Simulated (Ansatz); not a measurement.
## How far each method lies from full CI for InH⁻, doublet

Geometry: a point of a stretch scan, not a stationary point.

```yaml
atoms:
  - { symbol: In, position_ang: [0.0000, 0.0000, 0.0000] }
  - { symbol: H, position_ang: [0.0000, 0.0000, 4.1200] }
```

Basis def2-SVPD with its core potentials; Ansatz 0.2.0. Only valence electrons are correlated (noble-gas cores and the filled d shells of p-block atoms frozen), which leaves 5 electrons in 31 orbitals. Prefix R: restricted or restricted open-shell reference. Active spaces: pair = (3e, 3o) about the gap; valence = (5e, 5o) chosen from the atoms' valence shells. No spin–orbit coupling is included; scalar relativity enters through the core potentials alone.

Full CI is exact within this basis and frozen core; it isn't the basis-set limit.

For open shells CISD is restricted-active-space CI with the open shells as a complete middle space.

```
UHF ⟨S²⟩                            : 1.601
⟨S²⟩ of the determinant under UCCSD : 0.773
T1 diagnostic (RCCSD)               : 0.0744
largest doubles amplitude (RCCSD)   : 0.091
```

From what is known of these methods and the diagnostics, rank them by the size of their error in total energy against full CI in def2-SVPD, smallest first (an estimate: the text doesn't fix the numbers).
A. MRCISD+Q (pair space)
B. RHF
C. MRCISD+Q (valence space)
D. NEVPT2 (pair space)
E. RCCSD

C (0.2 kJ/mol), A (3.0 kJ/mol), E (8.8 kJ/mol), D (52.0 kJ/mol), B (220.4 kJ/mol).

All errors are against full CI in def2-SVPD. Below it: MRCISD+Q (valence space), MRCISD+Q (pair space). With T1 at 0.074 and a doubles amplitude of 0.09 one determinant is a poor start. Within each family the higher level lies nearer, as is usual though not guaranteed.

The full-CI state has the irrep B1 of C2v, in the program's axes (one component, if the state is degenerate).

Natural occupations of full CI about the gap: 1.908 1.813 0.980 0.163 0.041 0.018 0.012 0.011 0.009 0.008; effectively unpaired electrons, Σ n²(2−n)², 1.25.
